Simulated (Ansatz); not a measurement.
This script drives Ansatz 0.2.0, Python API.

Script `c2hf2.py`:
```python
'''A short Born-Oppenheimer trajectory of C2HF2.'''

import ansatz as az
import numpy as np

BASIS_SET = 'def2-SVP'
XC = 'hf'
N_STEPS = 20
TEMPERATURE_K = 500

GEOMETRY = '''
C    -0.16570    0.74350   -0.13780
C     0.10290   -0.44890    0.07660
F     1.04770   -0.73510    0.94980
F    -0.45950   -1.42800   -0.57640
H    -0.47550    1.79470   -0.35360
'''

system = az.Crystal.molecule()
for line in GEOMETRY.strip().splitlines():
    symbol, *xyz = line.split()
    system = system.atom(symbol, [float(v) for v in xyz])

model = system.calculation().basis(gaussian=BASIS_SET).functional(XC).spin('collinear', total=1)
symbols = [site.symbol for site in system.cartesian_sites]
start = np.array([site.position_ang for site in system.cartesian_sites], dtype=float)
summary = model.relax(force_tolerance=0.02).run(threads=1).report
end = np.array(summary['positions_ang'])
minimum = az.Crystal.molecule()
for symbol, place in zip(symbols, end):
    minimum = minimum.atom(symbol, place.tolist())

# dynamics from the relaxed geometry
model = minimum.calculation()
model = model.basis(gaussian=BASIS_SET).functional(XC)
model = model.spin('collinear', total=1)
model = model.md('nve', timestep=1.0, steps=N_STEPS, temperature=TEMPERATURE_K, initial_velocities='maxwell_boltzmann', seed=98)
frames = []
res = model.session().plan().execute(on_event=lambda e: frames.append(e['data']) if e['event'] == 'md_step' else None)
print('t (fs)   E_pot (eV)      E_kin (eV)   T (K)   d(0-1) (A)')
for f in frames[::1]:
    xyz = np.array(f['positions_ang'])
    print(f'{f["time_fs"]:6.2f} {f["lagrangian_ev"]:14.5f} {f["e_kin_ev"]:10.5f} {f["temperature_k"]:8.1f} {np.linalg.norm(xyz[0] - xyz[1]):9.4f}')
kept = np.array([f['conserved_ev'] for f in frames])
print(f'conserved energy moves by at most {1000 * np.ptp(kept):.3f} meV')
```

It is started by `python c2hf2.py`. Estimate its wall time and peak memory on 1 thread of Arm Neoverse V1 (shared host).

It took about 25 s, with a peak of 0.19 GiB, for 2 runs of the engine.

```console
$ python c2hf2.py
t (fs)   E_pot (eV)      E_kin (eV)   T (K)   d(0-1) (A)
  0.00    -7479.62467    0.19389    500.0    1.3163
  1.00    -7479.61923    0.18858    486.3    1.3132
  2.00    -7479.60446    0.17400    448.7    1.3107
  3.00    -7479.58342    0.15318    395.0    1.3093
  4.00    -7479.55963    0.12961    334.2    1.3096
  5.00    -7479.53659    0.10674    275.2    1.3117
  6.00    -7479.51691    0.08710    224.6    1.3157
  7.00    -7479.50137    0.07150    184.4    1.3213
  8.00    -7479.48899    0.05904    152.3    1.3281
  9.00    -7479.47836    0.04839    124.8    1.3354
 10.00    -7479.46895    0.03901    100.6    1.3424
 11.00    -7479.46128    0.03140     81.0    1.3484
 12.00    -7479.45614    0.02629     67.8    1.3529
 13.00    -7479.45421    0.02443     63.0    1.3552
 14.00    -7479.45647    0.02677     69.0    1.3553
 15.00    -7479.46414    0.03447     88.9    1.3529
 16.00    -7479.47771    0.04795    123.7    1.3480
 17.00    -7479.49587    0.06592    170.0    1.3410
 18.00    -7479.51563    0.08545    220.4    1.3321
 19.00    -7479.53350    0.10313    266.0    1.3218
 20.00    -7479.54676    0.11631    299.9    1.3110
conserved energy moves by at most 1.104 meV
```

Caveats:
- Total energies depend on the basis set; only differences at equal settings carry meaning.
- The trajectory is only some femtoseconds long, so its temperature is not equilibrated; where the script doesn't relax first, it starts from a rough generated geometry.
- The run takes the species as open-shell (spin multiplicity 2), which needn't be its ground state.
- The expectation value of S² is noticeably off S(S+1) in at least one run, so that state is spin-contaminated.
- The temperature counts the internal degrees of freedom alone.
- With hydrogen a step over 0.5 fs is long.
